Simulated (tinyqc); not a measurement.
Inside a calculation. Method: Pariser-Parr-Pople SCF with singles CI, for the molecule c1ccoc1 (SMILES; centres numbered as the heavy atoms are written). One step of it, computed by the program tinyqc.

Problem. PPP integrals. Ohno: gamma = 14.399645/sqrt(R^2 + a^2), a = 2 x 14.399645/(gamma_rr + gamma_ss); H_rr = -W_r - sum_(s != r) z_s gamma_rs; H_rs = beta for bonds.

Centres (angstrom, eV; a flat drawing with bonds scaled to 1.40 angstrom):
```
centre          x          y  core charge z          W   gamma_rr
1C       1.191000   0.000000              1  11.160000  11.130000
2C       0.368000   1.133000              1  11.160000  11.130000
3C      -0.963000   0.700000              1  11.160000  11.130000
4O      -0.963000  -0.700000              2  33.000000  21.500000
5C       0.368000  -1.133000              1  11.160000  11.130000
```

Resonance integrals (eV):
```
i  j       beta
1  2  -2.390000
2  3  -2.390000
3  4  -2.240000
4  5  -2.240000
5  1  -2.390000
```

Give: repulsion gamma_rs; core matrix H.

Solution.

repulsion gamma_rs (eV):
```
         1C       2C       3C       4O       5C
1C  11.1300   7.5528   5.5206   5.9239   7.5528
2C   7.5528  11.1300   7.5548   5.9230   5.5185
3C   5.5206   7.5548  11.1300   8.7008   5.5199
4O   5.9239   5.9230   8.7008  21.5000   8.7023
5C   7.5528   5.5185   5.5199   8.7023  11.1300
```

core matrix H (eV):
```
          1C        2C        3C        4O        5C
1C  -43.6339   -2.3900    0.0000    0.0000   -2.3900
2C   -2.3900  -43.6322   -2.3900    0.0000    0.0000
3C    0.0000   -2.3900  -47.1568   -2.2400    0.0000
4O    0.0000    0.0000   -2.2400  -62.2499   -2.2400
5C   -2.3900    0.0000    0.0000   -2.2400  -47.1557
```
